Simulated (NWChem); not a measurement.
## Lowest excitation of Li2

```xyz
2

Li     0.0000     0.0000     1.3936
Li     0.0000     0.0000    -1.3936
```
Charge 0, spin multiplicity 1.

The numbers come from NWChem runs, not from measurements. All single points use one geometry, from PBE0/def2-SVP, a minimum by its harmonic frequencies.

Basis set: def2-SVPD.

```tsv
method	lowest vertical singlet excitation energy (eV)	difference from EOM-CCSD
CIS	2.09	+0.41
EOM-CCSD	1.67	0.00
TD-PBE	1.88	+0.20
TDA-PBE0	2.03	+0.36
TD-B3LYP	1.92	+0.25
```

The values span 0.41 eV, from EOM-CCSD (lowest) to CIS (highest). 

The correlated methods freeze no orbitals. B3LYP has NWChem's definition, with VWN1-RPA local correlation. The structure started from a generated list of species. Differences from the coupled-cluster row are differences between methods, not errors against experiment.
